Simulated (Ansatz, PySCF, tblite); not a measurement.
How well does each level of theory give the band gap of zinc-blende BP?

Reference value: 2.2 eV (measured, zero-point renormalisation of 0.106 eV removed from the gap extrapolated to 0 K (as printed); the shift is computed, second of two values printed, our sources range from 2.20 to 2.50; as tabulated in X. Ren, F. Merz, H. Jiang et al., All-electron periodic G0W0 implementation …).

Task: What do IPEA1-xTB, LDA, PBE, revPBE, PBE-D4, r²SCAN, r²SCAN0, Hartree–Fock, G0W0@PBE give, and how far is each from the reference?

Result: 
```json
[
 {"level (code)": "IPEA1-xTB (tblite)", "value (eV)": "1.12", "cell (Å³/atom)": "11.58", "error (eV)": "-1.08"},
 {"level (code)": "LDA (Ansatz)", "value (eV)": "1.18 (indirect)", "cell (Å³/atom)": "11.68", "error (eV)": "-1.02"},
 {"level (code)": "PBE (Ansatz)", "value (eV)": "1.24 (indirect)", "cell (Å³/atom)": "11.68", "error (eV)": "-0.96"},
 {"level (code)": "revPBE (Ansatz)", "value (eV)": "1.28 (indirect)", "cell (Å³/atom)": "11.92", "error (eV)": "-0.92"},
 {"level (code)": "PBE-D4 (Ansatz)", "value (eV)": "1.21 (indirect)", "cell (Å³/atom)": "11.42", "error (eV)": "-0.99"},
 {"level (code)": "r²SCAN (Ansatz)", "value (eV)": "1.41 (indirect)", "cell (Å³/atom)": "11.68", "error (eV)": "-0.79"},
 {"level (code)": "r²SCAN0 (Ansatz)", "value (eV)": "2.72 (indirect)", "cell (Å³/atom)": "11.68", "error (eV)": "+0.52"},
 {"level (code)": "Hartree–Fock (Ansatz)", "value (eV)": "7.83 (indirect)", "cell (Å³/atom)": "11.68", "error (eV)": "+5.63"},
 {"level (code)": "G0W0@PBE (PySCF)", "value (eV)": "2.00 ± 0.1", "cell (Å³/atom)": "11.68", "error (eV)": "-0.20"}
]
```

Leaving aside IPEA1-xTB (doubt noted below): Once the reference is moved by up to 0.30 eV (a margin picked here for doubts on the reference and the settings) and values within 0.03 eV count as equal, the nearest can be G0W0@PBE (-0.20 eV) or r²SCAN0 (+0.52 eV). Among them Hartree–Fock (+5.63 eV) misses by most.

Semilocal Kohn–Sham gaps run low as a rule, and all computed gaps are for a static lattice, while measured ones hold electron–phonon shifts unless said otherwise.  A ± on a computed value is a rough bar: the spread of its extrapolation, a floor set from checks against published values, or a statistical error. IPEA1-xTB: the gap is read on the k mesh or supercell of the run alone and can be too large. IPEA1-xTB: this parameter set was refitted to ionisation energies, not structures. Values are at the measured cell; IPEA1-xTB at the level's own relaxed cell; revPBE at the level's own relaxed cell; PBE-D4 at the level's own equilibrium cell. Cutoffs and k meshes differ between the levels. Ansatz's density-functional and Hartree–Fock values are scalar-relativistic unless marked +SOC, with PAW data made under PBE.

Differences are worked out from the printed values.

Ansatz is an electronic-structure program.
